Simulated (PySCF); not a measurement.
Start geometry of CFCl3, `FC(Cl)(Cl)Cl` from MMFF94s (Å):
```
atom  x, y, z in Å
F1    -0.0040   -0.0265    1.4302
C2    -0.0002   -0.0013    0.0700
Cl3    1.5201   -0.7107   -0.5092
Cl4   -1.3815   -0.9457   -0.5217
Cl5   -0.1344    1.6843   -0.4694
```

**Question.** What comes out of this run: PBE0-D3(BJ)/def2-SVP geometry optimisation, gas phase (PySCF 2.14.0)?

**Answer.** 
```
atom  x, y, z in Å
F1    -0.9961    0.9751   -0.1244
C2    -0.0520    0.0510   -0.0065
Cl3    0.6091    0.1269    1.6296
Cl4   -0.7738   -1.5341   -0.3034
Cl5    1.2129    0.3811   -1.1954
```

The energy falls by 0.030 eV over 7 energy and gradient evaluations, the largest force component goes from 0.0264 to 1.1e-04 Eh/bohr, and the atoms move by 0.016 Å rms after alignment. The bond that changes most is F1–C2 (alkyl fluorine to CCl3 carbon), which shortens by 0.034 Å. Bonds longer at the end by more than 0.005 Å: 0 of 4; shorter: 4. Rotational constants go from 2419, 2419, 1705 to 2462, 2461, 1719 MHz. The orientation of the end geometry is arbitrary; only internal coordinates are fixed.

The run used 82 basis functions and 47 SCF cycles in all.

PBE0-D3(BJ)/def2-SVP frequencies: not computed here.
